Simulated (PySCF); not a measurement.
# Working with the constants of ClF⁻

UHF-CCSD(T) constants of ClF⁻, ²Σ⁺ (doublet), unpaired electrons σ ↑ (basis Cl def2-TZVPPD, F def2-TZVPPD; no relativity; PySCF 2.14; masses 34.9689 and 18.9984 u):

| Quantity | Value |
| --- | --- |
| ωe | 365.2 cm⁻¹ |
| ωexe | 3.39 cm⁻¹ |
| Be | 0.2894 cm⁻¹ |
| αe | 0.00318 cm⁻¹ |
| D (centrifugal) | 7.27e-07 cm⁻¹ |
| De to Cl⁻ + F | 1.21 eV |

(1) Give the vibrational terms G(v) and spacings up to v = 3.

(2) How well does the Morse estimate ωe²/(4ωexe) reproduce De, and what is D0?

Correlated steps freeze 6 core orbitals. For an ion De counts to the pair picked by the measured ionisation energies or electron affinities, which need not be the lowest pair at this level. The CCSD T1 diagnostic is raised, a sign that a single reference may not be enough here. The state is the lowest determinant that a PBE0 search found; another state may lie lower at other levels.

## Answers

(1) G(v) = ωe(v+½) − ωexe(v+½)².

```json
{"v": "0", "G(v) (cm⁻¹)": "182", "G(v) − G(v−1)": "", "Bv (cm⁻¹)": "0.2878"}
{"v": "1", "G(v) (cm⁻¹)": "540", "G(v) − G(v−1)": "358", "Bv (cm⁻¹)": "0.2846"}
{"v": "2", "G(v) (cm⁻¹)": "892", "G(v) − G(v−1)": "352", "Bv (cm⁻¹)": "0.2814"}
{"v": "3", "G(v) (cm⁻¹)": "1237", "G(v) − G(v−1)": "345", "Bv (cm⁻¹)": "0.2783"}
```

(2) It gives 1.22 eV, 101 % of the computed De. D0 = De − G(0) = 1.21 − 0.02 = 1.19 eV.
